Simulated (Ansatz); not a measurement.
# [OH···H···F], doublet: the ladder up to UCCSDT(Q)

Geometry: a point of a hydrogen-transfer path between rigid fragments, not a stationary point.

```xyz
4

O    -1.0995   -0.0252    0.0000
H    -1.3488    0.9013    0.0000
H     0.0925   -0.0252    0.0000
F     0.9925   -0.0252    0.0000
```

Basis cc-pVDZ; Ansatz 0.2.0. Only valence electrons are correlated (noble-gas cores frozen), which leaves 15 electrons in 36 orbitals. R marks a restricted (for open shells ROHF) determinant, U an unrestricted one. Active spaces: valence = (15e, 10o) chosen from the atoms' valence shells; pair = (3e, 3o) about the gap.

Full CI isn't at hand for all of this; UCCSDT(Q) serves as the reference, and is uncertain by about the last step of the cluster series. The frozen core follows each run's orbitals, which can shift R against U totals by a few meV.

For open shells CISD is restricted-active-space CI with the open shells as a complete middle space.

The UHF ⟨S²⟩ is 0.755. The T1 diagnostic (RCCSD) is 0.0151. The largest doubles amplitude (RCCSD) is 0.038 and the T1 diagnostic (UCCSD) is 0.0132.

```json
{"level": "UHF", "E − E(RHF) (eV)": "-0.1110"}
{"level": "RMP2", "E − E(RHF) (eV)": "-9.7684"}
{"level": "UMP2", "E − E(RHF) (eV)": "-9.7667"}
{"level": "RCCSD", "E − E(RHF) (eV)": "-10.2826"}
{"level": "UCCSD", "E − E(RHF) (eV)": "-10.2840"}
{"level": "RCCSD(T)", "E − E(RHF) (eV)": "-10.4058"}
{"level": "UCCSD(T)", "E − E(RHF) (eV)": "-10.4064"}
```

(1) Estimate how far UCCSDT(Q) in cc-pVDZ lies from RCCSD(T). The table doesn't fix it; the size of (T) and the diagnostics are the guide.

(1) UCCSDT(Q) in cc-pVDZ lies 1.00 mEh below RCCSD(T), which is 22 % of the (T) step (-4.53 mEh). The diagnostics are small and one determinant leads, so the series closes fast and only a small part of (T) is left.

The other levels:

```
                   level  E − E(UCCSDT(Q)) (mEh)  share of correlation (%)  wall time
                    CISD                   29.55                     92.29        4 s
                 BCCD(T)                    0.96                     99.75      3.5 s
                  RCCSDT                    0.66                     99.83          –
                  UCCSDT                    0.63                     99.84          –
               RCCSDT(Q)                    0.05                     99.99       41 s
     CASSCF (pair space)                  361.19                      5.80          –
     NEVPT2 (pair space)                   22.18                     94.22     0.88 s
     MRCISD (pair space)                   26.03                     93.21          –
   MRCISD+Q (pair space)                    2.99                     99.22      1.5 s
  CASSCF (valence space)                  334.84                     12.67          –
  NEVPT2 (valence space)                   54.37                     85.82      2.5 s
  MRCISD (valence space)                   21.99                     94.26          –
MRCISD+Q (valence space)                    2.63                     99.31        7 s
```

The correlation energy at UCCSDT(Q), counted from RHF, is -10.433 eV. That run took 31 s on 1 thread of Intel Xeon Platinum 8488C, shared host.

Times hold each run's SCF and search for its determinant on a shared host, so for small cases they say little of a method's own cost; they ran on 1 thread of Intel Xeon Platinum 8488C.

Natural occupations of CASSCF (valence space) about the gap: 1.999 1.999 1.987 1.977 1.000 0.024 0.013; effectively unpaired electrons, Σ n²(2−n)², 1.01.
